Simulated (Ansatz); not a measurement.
# LiC+ (singlet): wave-function methods side by side at distance C1–Li2 = 5.010 Å, aug-cc-pVTZ

One table from this session's results is given with a row withheld; the runs are named, their logs left out.

The runs use Ansatz 0.2.0, Gaussian basis; aug-cc-pVTZ, core rule «outside noble gas», up to 2 orbitals frozen.

To be run: UHF; CCSD(T) on RHF; CCSD(T) on UHF; BCCD(T) on RHF; CCSDT(Q) on RHF; CCSDT(Q) on UHF; Full CI.

43 further runs of the same task are left out: 19 for a known fault of the program, 12 that didn't finish, 12 set aside as unsound or not needed.

## The system

The geometry derives from a PBE0/def2-TZVP stationary point (not a proven minimum). One bond is set to the value named and the two fragments are kept rigid.

2 atoms, charge 1, spin multiplicity 1.

Atoms are counted from 1 here; the program's logs count them from 0.

No contacts short enough for the rule that draws bonds.

Set-up of the first run:

in.yaml

```yaml
crystal:
  periodic: [false, false, false]
  atoms:
    - {symbol: C, position_ang: [0.000000, 0.000000, 0.000000]}
    - {symbol: Li, position_ang: [0.000000, 0.000000, 5.010000]}
basis:
  gaussian: {orbitals: aug-cc-pVTZ}
total_charge: 1
magnetization: {spin_polarized: true, initial_magnetization: 0}
hamiltonian: {xc: hf}
output: {orbitals: {seedname: orbitals}}
```

Command:

```bash
$ ansatz run in.yaml --threads 1 --pin off --events-out ev --progress --plain --max-ram 2393MiB
```

Steps of the session up to this table: UHF; CCSD(T) on RHF; CCSD(T) on UHF; BCCD(T) on RHF; CCSDT(Q) on RHF; CCSDT(Q) on UHF; Full CI.

One of the session's tables, all rows but one given; the rest of the session is left out.

```
   method  from FCI (kJ/mol)
      RHF             +339.6
     RMP2             +112.2
    RCCSD              +23.4
 RCCSD(T)                  ?
  BCCD(T)              +10.9
   RCCSDT               +8.2
RCCSDT(Q)               +4.1
      FCI                  0
```

Q: Estimate the row for RCCSD(T) from the others.

As computed: from FCI (kJ/mol): +11.0. In the column «from FCI (kJ/mol)» it lies between BCCD(T) (+10.9) and RCCSD (+23.4).

Left out of the table: UHF, UMP2, UCCSD, UCCSD(T), UCCSDT, UCCSDT(Q) (another determinant or state than the rows shown).
